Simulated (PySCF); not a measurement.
A geometry optimisation, step by step.

Species: CH6OSi.
SMILES with atom numbers: `[CH3:1][SiH2:2][OH:3]` (hydrogens: H4, H5, H6 on C1; H7, H8 on Si2; H9 on O3)

Computed by this run: PySCF, PBE0-D3(BJ)/def2-SVP geometry optimisation, gas phase; density fitting, grid level 1; the optimiser is geomeTRIC in internal coordinates, started from a GFN2-xTB structure with every atom displaced at random (about 0.01 Å). The frame can shift and turn from step to step; on so coarse a grid that alone can change the energy by a few meV, and forces under 0.02 eV/Å are noise.

Step 0: E = -11048.8235 eV, largest atomic force 2.068 eV/Å
```
atom  x, y, z in Å  |  force x, y, z in eV/Å
C1     -1.150   -0.072   -0.015    0.414   1.806  -0.590
Si2     0.685   -0.422    0.051   -0.771  -0.070   0.130
O3      1.558    0.863   -0.424    0.800   1.885  -0.289
H4     -1.721   -0.932    0.201   -0.998  -1.519   0.425
H5     -1.470    0.293   -1.016    0.251  -0.207   0.225
H6     -1.464    0.724    0.694    0.234  -0.276  -0.052
H7      1.106   -1.416   -0.929   -0.009  -0.704  -0.258
H8      1.056   -0.790    1.422    0.069  -0.359   0.557
H9      1.457    1.736   -0.017    0.011  -0.555  -0.149
```

Step 1: E = -11048.9554 eV, largest atomic force 0.458 eV/Å
```
atom  x, y, z in Å  |  force x, y, z in eV/Å
C1     -1.165   -0.053   -0.008   -0.223  -0.283   0.012
Si2     0.680   -0.369   -0.048   -0.049  -0.055   0.076
O3      1.548    1.001   -0.478   -0.110   0.074   0.439
H4     -1.737   -0.979    0.217    0.249   0.204  -0.061
H5     -1.525    0.329   -0.974    0.009   0.036  -0.049
H6     -1.428    0.681    0.766   -0.008   0.106   0.070
H7      0.999   -1.423   -1.049    0.049   0.058  -0.085
H8      1.099   -0.866    1.307    0.041   0.065  -0.029
H9      1.587    1.660    0.233    0.041  -0.204  -0.373
```

Step 2: E = -11048.9659 eV, largest atomic force 0.145 eV/Å
```
atom  x, y, z in Å  |  force x, y, z in eV/Å
C1     -1.171   -0.053   -0.005   -0.087  -0.030   0.024
Si2     0.672   -0.375   -0.039    0.034   0.020  -0.020
O3      1.540    0.990   -0.472   -0.060  -0.068   0.113
H4     -1.727   -0.981    0.215    0.047   0.024  -0.006
H5     -1.526    0.331   -0.974    0.027  -0.002   0.007
H6     -1.437    0.682    0.771    0.015  -0.004  -0.019
H7      1.006   -1.410   -1.057   -0.006   0.019  -0.025
H8      1.108   -0.864    1.311   -0.003   0.012  -0.001
H9      1.593    1.661    0.216    0.034   0.029  -0.073
```

Step 3: E = -11048.9678 eV, largest atomic force 0.073 eV/Å
```
atom  x, y, z in Å  |  force x, y, z in eV/Å
C1     -1.174   -0.057   -0.001   -0.001   0.026   0.012
Si2     0.669   -0.375   -0.035    0.046   0.040  -0.031
O3      1.537    0.987   -0.469   -0.030  -0.062   0.021
H4     -1.721   -0.988    0.216   -0.017  -0.028   0.007
H5     -1.524    0.327   -0.972    0.005  -0.006   0.000
H6     -1.442    0.678    0.774    0.002  -0.007  -0.009
H7      1.003   -1.402   -1.061   -0.010   0.002  -0.002
H8      1.108   -0.863    1.314   -0.006  -0.006   0.004
H9      1.602    1.673    0.201    0.011   0.041  -0.002
```

Step 4: E = -11048.9683 eV, largest atomic force 0.034 eV/Å
```
atom  x, y, z in Å  |  force x, y, z in eV/Å
C1     -1.175   -0.060    0.002    0.017   0.018   0.004
Si2     0.670   -0.373   -0.033    0.018   0.025  -0.014
O3      1.536    0.988   -0.469   -0.007  -0.025   0.003
H4     -1.719   -0.993    0.218   -0.013  -0.015   0.005
H5     -1.523    0.323   -0.970   -0.004  -0.006   0.000
H6     -1.445    0.675    0.776   -0.004  -0.004  -0.003
H7      1.001   -1.397   -1.063   -0.003  -0.002   0.003
H8      1.109   -0.863    1.315    0.000  -0.006   0.000
H9      1.606    1.682    0.191   -0.004   0.015   0.002
```

Step 5: E = -11048.9684 eV, largest atomic force under 0.02 eV/Å
```
atom  x, y, z in Å  |  force x, y, z in eV/Å
C1     -1.175   -0.063    0.004    0.011   0.004   0.000
Si2     0.671   -0.371   -0.033   -0.002   0.006  -0.001
O3      1.534    0.990   -0.470    0.007  -0.002  -0.002
H4     -1.716   -0.997    0.222   -0.002  -0.002   0.003
H5     -1.525    0.318   -0.968   -0.005  -0.004   0.000
H6     -1.447    0.672    0.778   -0.003  -0.001   0.001
H7      1.001   -1.395   -1.064    0.001  -0.001   0.001
H8      1.111   -0.863    1.314    0.003  -0.003  -0.002
H9      1.603    1.689    0.186   -0.009   0.001  -0.001
```

Task: Summarise the path.

Result: The energy falls by 0.1448 eV from step 0 to step 5; nine tenths of that is first reached at step 1. It falls at every step. The largest force goes from 2.068 to under 0.02 eV/Å. Among the bonds C1–H4 changes most, from 1.054 to 1.102 Å; the atoms move by 0.089 Å rms after alignment.

Task: Follow the three bonds and two angles with the largest change from start to end.

Result: 
```json
{"step": "0", "E above end (eV)": "0.1448", "largest force (eV/Å)": "2.068", "C1–H4 (Å)": "1.054", "Si2–O3 (Å)": "1.624", "Si2–H8 (Å)": "1.467", "Si2–O3–H9 (°)": "122.3", "O3–Si2–H7 (°)": "100.8"}
{"step": "1", "E above end (eV)": "0.0130", "largest force (eV/Å)": "0.458", "C1–H4 (Å)": "1.112", "Si2–O3 (Å)": "1.678", "Si2–H8 (Å)": "1.503", "Si2–O3–H9 (°)": "112.8", "O3–Si2–H7 (°)": "107.2"}
{"step": "2", "E above end (eV)": "0.0025", "largest force (eV/Å)": "0.145", "C1–H4 (Å)": "1.104", "Si2–O3 (Å)": "1.675", "Si2–H8 (Å)": "1.501", "Si2–O3–H9 (°)": "114.3", "O3–Si2–H7 (°)": "105.9"}
{"step": "3", "E above end (eV)": "0.0006", "largest force (eV/Å)": "0.073", "C1–H4 (Å)": "1.101", "Si2–O3 (Å)": "1.673", "Si2–H8 (Å)": "1.500", "Si2–O3–H9 (°)": "115.8", "O3–Si2–H7 (°)": "105.4"}
{"step": "4", "E above end (eV)": "0.0001", "largest force (eV/Å)": "0.034", "C1–H4 (Å)": "1.101", "Si2–O3 (Å)": "1.671", "Si2–H8 (Å)": "1.500", "Si2–O3–H9 (°)": "116.5", "O3–Si2–H7 (°)": "105.3"}
{"step": "5", "E above end (eV)": "0.0000", "largest force (eV/Å)": "under 0.02", "C1–H4 (Å)": "1.102", "Si2–O3 (Å)": "1.670", "Si2–H8 (Å)": "1.500", "Si2–O3–H9 (°)": "116.8", "O3–Si2–H7 (°)": "105.4"}
```

What follows is the cost of the whole optimisation. On an Arm Neoverse V2 with one thread, on a shared host, this took 9.3 s and 0.33 GiB of memory at its peak.
